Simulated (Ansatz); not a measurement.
# HS2: the cost of one run

Method: def2-QZVPP, core rule «outside noble gas», up to 10 orbitals frozen; program: Ansatz 0.2.0, Gaussian basis.

To be run: UHF; ROHF; CCSD(T) on UHF.

2 further runs of the same task are left out: 2 set aside as unsound or not needed.

## 1. What is computed

The geometry is a PBE0/def2-TZVP stationary point (not a proven minimum) of the parent state, kept for this charge and spin.

3 atoms, charge 0, spin multiplicity 4.

Atoms are counted from 1 here; the program's logs count them from 0.

Bond lengths: S1–S2 1.957 Å, S1–H3 1.356 Å. Angles: S2–S1–H3 102.1°.

## 2. UHF

in.yaml

```yaml
crystal:
  periodic: [false, false, false]
  atoms:
    - {symbol: S, position_ang: [0.000000, -0.071294, 0.956654]}
    - {symbol: S, position_ang: [0.000000, 0.032394, -0.997818]}
    - {symbol: H, position_ang: [0.000000, 1.237507, 1.309550]}
basis:
  gaussian: {orbitals: "def2-QZVPP.json"}
magnetization: {spin_polarized: true, initial_magnetization: 3}
hamiltonian: {xc: hf}
output: {orbitals: {seedname: orbitals}}
```

Started as:

```console
$ ansatz run in.yaml --threads 1 --pin off --events-out ev --progress --plain --max-ram 2393MiB
```

Q: Estimate wall time and peak memory on 1 thread of Arm Neoverse V1, shared host.

About 12 s, with a peak of 0.32 GiB.
